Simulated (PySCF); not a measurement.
EPR parameters of C5H8Cl

Species: C5H8Cl (doublet state).
Z-matrix (Å and degrees, GFN2-xTB geometry), rows numbered from 1:
```
C 
C   1  1.4557
C   2  1.5530  1  114.92
C   3  1.5344  2   90.71  1  -104.58
C   4  1.5258  3   89.33  2   -13.04
Cl  5  1.7706  2  117.00  1   -16.49
H   1  1.0729  2  120.12  3    35.28
H   1  1.0720  2  120.96  3  -153.37
H   2  1.0914  1  110.69  3   132.56
H   3  1.0868  2  114.50  1    14.26
H   3  1.0871  2  112.36  1   139.86
H   4  1.0873  3  112.64  2   100.74
H   4  1.0879  3  116.98  2  -131.54
H   5  1.0896  2  112.12  1  -140.32
```

The hyperfine couplings belong to this conformer and change with its torsions.

As a line formula: `[CH2][C@@H]1CC[C@@H]1Cl` [radical].

Theory: PySCF 2.14.0, UKS B3LYP, pcH-1 on C Cl H, non-relativistic, mean-field spin-orbit, GIAO. Geometry: GFN2-xTB, one conformer, isolated molecule. The geometry wasn't refined by DFT: couplings that depend on bond lengths, twists or pyramidal angles can differ widely from those at the functional's own minimum. No stability test was run, so a lower SCF solution isn't excluded.

- g1, g2, g3: 2.00204, 2.00271, 2.00359
- g_iso: 2.00278
- Form of g: rhombic: the two nearest values differ by 43 % of g3 − g1
- ⟨S²⟩: 0.7539 (exact 0.7500)
- Basis functions: 240

Hyperfine couplings atom by atom, in mT; T1 to T3 are the principal values of the dipolar part; ρ(0) is the spin density at the nucleus (MHz turned into mT with g_iso):

```json
{"atom": "C1", "isotope": "13C", "a_iso": "3.29", "of which spin–orbit": "0.00", "T1": "-2.86", "T2": "-2.84", "T3": "5.70", "Mulliken spin population": "1.06", "ρ(0) (bohr⁻³)": "0.0822"}
{"atom": "C2", "isotope": "13C", "a_iso": "-1.24", "of which spin–orbit": "0.00", "T1": "-0.10", "T2": "-0.03", "T3": "0.13", "Mulliken spin population": "-0.09", "ρ(0) (bohr⁻³)": "-0.0309"}
{"atom": "C3", "isotope": "13C", "a_iso": "1.78", "of which spin–orbit": "0.00", "T1": "-0.14", "T2": "-0.13", "T3": "0.26", "Mulliken spin population": "0.03", "ρ(0) (bohr⁻³)": "0.0443"}
{"atom": "C4", "isotope": "13C", "a_iso": "-0.15", "of which spin–orbit": "0.00", "T1": "-0.03", "T2": "-0.01", "T3": "0.04", "Mulliken spin population": "0.00", "ρ(0) (bohr⁻³)": "-0.0037"}
{"atom": "C5", "isotope": "13C", "a_iso": "3.79", "of which spin–orbit": "0.00", "T1": "-0.30", "T2": "-0.29", "T3": "0.59", "Mulliken spin population": "0.08", "ρ(0) (bohr⁻³)": "0.0945"}
{"atom": "Cl6", "isotope": "35Cl", "a_iso": "0.15", "of which spin–orbit": "0.00", "T1": "-0.05", "T2": "-0.02", "T3": "0.07", "Mulliken spin population": "0.00", "ρ(0) (bohr⁻³)": "0.0098"}
{"atom": "H7", "isotope": "1H", "a_iso": "-2.15", "of which spin–orbit": "0.00", "T1": "-1.36", "T2": "-0.03", "T3": "1.39", "Mulliken spin population": "-0.04", "ρ(0) (bohr⁻³)": "-0.0135"}
{"atom": "H8", "isotope": "1H", "a_iso": "-2.21", "of which spin–orbit": "0.00", "T1": "-1.38", "T2": "-0.01", "T3": "1.39", "Mulliken spin population": "-0.05", "ρ(0) (bohr⁻³)": "-0.0138"}
{"atom": "H9", "isotope": "1H", "a_iso": "0.63", "of which spin–orbit": "0.00", "T1": "-0.18", "T2": "-0.15", "T3": "0.34", "Mulliken spin population": "0.01", "ρ(0) (bohr⁻³)": "0.0040"}
{"atom": "H10", "isotope": "1H", "a_iso": "-0.13", "of which spin–orbit": "0.00", "T1": "-0.18", "T2": "-0.08", "T3": "0.26", "Mulliken spin population": "0.00", "ρ(0) (bohr⁻³)": "-0.0008"}
{"atom": "H11", "isotope": "1H", "a_iso": "0.07", "of which spin–orbit": "0.00", "T1": "-0.09", "T2": "-0.07", "T3": "0.16", "Mulliken spin population": "0.00", "ρ(0) (bohr⁻³)": "0.0005"}
{"atom": "H12", "isotope": "1H", "a_iso": "0.02", "of which spin–orbit": "0.00", "T1": "-0.07", "T2": "-0.06", "T3": "0.13", "Mulliken spin population": "0.00", "ρ(0) (bohr⁻³)": "0.0001"}
{"atom": "H13", "isotope": "1H", "a_iso": "0.00", "of which spin–orbit": "0.00", "T1": "-0.05", "T2": "-0.03", "T3": "0.08", "Mulliken spin population": "0.00", "ρ(0) (bohr⁻³)": "0.0000"}
{"atom": "H14", "isotope": "1H", "a_iso": "0.04", "of which spin–orbit": "0.00", "T1": "-0.16", "T2": "-0.07", "T3": "0.24", "Mulliken spin population": "0.00", "ρ(0) (bohr⁻³)": "0.0003"}
```

The largest Mulliken spin populations are on C1 (+1.06), C2 (-0.09) and C5 (+0.08). No atom but C1 exceeds +0.15. The angles at C1 add up to 359.4°, so it is planar; its axial dipolar tensor and the negative couplings of its protons fit spin in a p orbital normal to that plane.

Under fast tumbling the dipolar parts average out, and these isotropic splittings remain: 2 × 1H (H7/H8, I = 1/2, 3 lines) with 2.18 mT, 1 × 1H (H9, I = 1/2, 2 lines) with 0.63 mT, 1 × 35Cl (Cl6, I = 3/2, 4 lines) with 0.15 mT, 1 × 1H (H10, I = 1/2, 2 lines) with 0.13 mT, 1 × 1H (H11, I = 1/2, 2 lines) with 0.07 mT and 1 × 1H (H14, I = 1/2, 2 lines) with 0.04 mT.

Class means assume fast exchange of nuclei equivalent by connectivity; if that motion is slow, each nucleus keeps its own coupling.

Main isotope only: 35Cl (natural samples also hold 24 % 37Cl, magnetic too, which adds its own pattern).

The 13C coupling of C5 (106.2 MHz) shows only in satellite lines or after enrichment, since that isotope makes up about 1.07 % of natural carbon.
